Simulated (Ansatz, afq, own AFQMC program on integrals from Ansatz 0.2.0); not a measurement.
Integrals from Ansatz 0.2.0, then the random walk in our own AFQMC program (afq).

```yaml
crystal:
  periodic: [false, false, false]
  atoms:
    - {symbol: Si, position_ang: [0.000000, -0.072893, 2.362290]}
    - {symbol: Al, position_ang: [0.000000, -0.023905, -2.482830]}
    - {symbol: H, position_ang: [0.000000, 2.671024, 0.639379]}
basis:
  gaussian: {orbitals: 6-31G}
magnetization: {spin_polarized: true, initial_magnetization: 2}
correlation: {method: ccsd_t, electrons: outside_noble_gas, hamiltonian_folder: ham}
```

```sh
$ ansatz run in.yaml --threads 1 --pin off --events-out ev --progress --plain --max-ram 24576MiB --backend cuda --devices 0, --max-vram 18GiB
```

Options of the walk:

```
--method phaseless --trial cisd --walkers 4000 --populations 20 --least-time 60 --time-step 0.005 --steps-per-block 50 --equilibration-blocks 40 --max-blocks 4000 --target-error 0.00034 --factor-cut 1e-05 --start spin_pure --seed 5379 --release-times 0.24,0.51,0.99,1.62,2.4 --release-step 0.03 --release-every 3 --taylor-order 6
```

Times are imaginary, in 1/Eh. The walk had a cap of 122 s. With eight or more populations the least sampling time is a fifth of least-time, and the error comes from their spread.

Output of the walk:

```
orbitals 18  electrons 5 3  factors 87 of 313
reference energy -531.18608813 Eh
CCSD correlation -0.05855159 Eh in 49 cycles, weight of the determinant in the CISD state 0.7860
energy of the start -531.232448 Eh
 block  time / (1/Eh)  mean weight  energy / Eh
     1     0.250  1.0000  -531.234642
     2     0.500  1.0000  -531.236516
     3     0.750  1.0001  -531.238078
     4     1.000  1.0000  -531.239535
     5     1.250  1.0000  -531.240748
     7     1.750  1.0001  -531.242641
     9     2.250  1.0001  -531.243836
    11     2.750  0.9998  -531.244881
    15     3.750  1.0001  -531.245843
    19     4.750  0.9999  -531.246256
    23     5.750  0.9999  -531.246565
    27     6.750  1.0000  -531.246109
    31     7.750  1.0000  -531.246362
    35     8.750  1.0001  -531.246666
    39     9.750  1.0000  -531.246466
    43    10.750  1.0001  -531.246533
    47    11.750  1.0000  -531.246738
    51    12.750  0.9998  -531.246936
    55    13.750  1.0001  -531.247446
    59    14.750  0.9999  -531.246823
    63    15.750  1.0001  -531.246414
    67    16.750  0.9998  -531.246951
    71    17.750  0.9999  -531.246974
    75    18.750  0.9999  -531.247492
    79    19.750  1.0001  -531.247228
    83    20.750  1.0000  -531.246921
    87    21.750  1.0001  -531.247439
    89    22.250  1.0000  -531.247522
error from the spread of 20 populations
released: time / (1/Eh)  energy / Eh  error  mean overlap
  0.24  -531.247160  0.000119  0.9985
  0.51  -531.247320  0.000114  0.9984
  0.99  -531.247364  0.000093  1.0016
  1.62  -531.247550  0.000091  1.0044
  2.40  -531.247512  0.000160  1.0077
energy -531.246872 +/- 0.000175 Eh
(rows thinned)
```

The run passed its tests (sampling time, drift between the halves within three errors, error under three times the target), which doesn't prove that it has relaxed. The second half of the sampling lies below the first by 1.8 errors of their difference, so the energy may still be moving and its error bar be too small.

Against this walk (error 4.8 meV) on the same determinant: CCSD(T) 29.2 meV higher, CCSDT(Q) 63.1 meV lower, CCSDTQ 74.5 meV lower, full CI 75.5 meV lower. The error is statistical and leaves out the bias of the constraint. The determinant has ⟨S²⟩ = 2.95, so the low cluster orders mix in higher spin, while the walk starts as a pure triplet. Released to 2.40 1/Eh the energy lies 17 ± 6 meV (both errors) below the phaseless value, which shows part or all of the bias of the constraint, and full CI lies 58.0 meV below the released value. Full CI is exact here, so the walk's 75 meV above it is the walk's own error: the bias of the constraint with this trial, or a walk that hasn't relaxed. The determinant is a poor start (see the cautions), so the low cluster orders aren't to be relied on, and full CI is the sure value.

Cautions: constraint bias not in the error; lower spins were not checked; strong correlation (T1 0.050, weight of the determinant 0.79, largest double 0.22); unrestricted determinant spin contaminated (⟨S²⟩ 2.95 against 2.00); the released energy hasn't reached full CI (58 meV above it at 2.40 1/Eh).

The walk took 16 s on 1 × NVIDIA H100 80GB HBM3 with 2 threads of AMD EPYC 7R13 Processor (Zen 3), on a shared host (the card was shared). The log's last line is the phaseless energy.

CCSDT and higher add their correlation energy to the determinant of the CCSD(T) run, since their own runs factorise the integrals more tightly (a shift of under 2 meV). A walk keeps the symmetry of its determinant, which the program's search chose and which needn't be the lowest solution, so a lower state of the same spin and another symmetry isn't excluded.
